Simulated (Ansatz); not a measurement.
N2O, SMILES N#[N+][O-], an active-space calculation

Program: Ansatz's Python interface.

Typed at the interpreter:
```pycon
>>> import ansatz as az
>>> BASIS = "cc-pVDZ"
>>> mol = (
...     az.Crystal.molecule()
...     .atom("N", [-0.50432, 0.98687, -0.16552])
...     .atom("N", [-0.00666, 0.01309, -0.00218])
...     .atom("O", [0.51098, -0.99995, 0.16769])
... )
>>> calc = mol.calculation().basis(gaussian=BASIS).correlation(active_electrons=4, active_orbitals=4)
>>> for method in ["sc_nevpt2"]:
...     r = (calc if method is None else calc.correlation(method)).run(threads=1).report
...     space = r["configurations"]
...     state = space["states"][0]
...     print(method or "casscf", f"total {r['free_energy_ev'] / 27.211386246:.6f} Ha, active-space state {state['energy']['hartree']:.6f} Ha, mean field {r['reference_energy_ev'] / 27.211386246:.6f} Ha")
...     print("  determinants", state["n_determinants"], " natural occupations", [round(n, 3) for n in space["natural_occupations"]])
...
sc_nevpt2 total -184.194642 Ha, active-space state -183.785239 Ha, mean field -183.698949 Ha
  determinants 20  natural occupations [1.937, 1.937, 0.063, 0.063]
>>> print("effectively unpaired electrons, sum of min(n, 2 - n):", round(sum(min(n, 2 - n) for n in space["natural_occupations"]), 3))
effectively unpaired electrons, sum of min(n, 2 - n): 0.253
```

What to keep in mind:
- Total energies depend on the basis set; only differences at equal settings carry meaning.
- The geometry is a force-field or estimated start, not a minimum of this method, and the basis set is short of its limit. The active space starts as a window about the frontier orbitals and is then optimised, not chosen by chemistry.
- Timing: 0.9 s on 1 thread of Intel(R) Xeon(R) Platinum 8375C CPU @ 2.90GHz (Ice Lake) (shared host), peak memory 0.15 GiB.
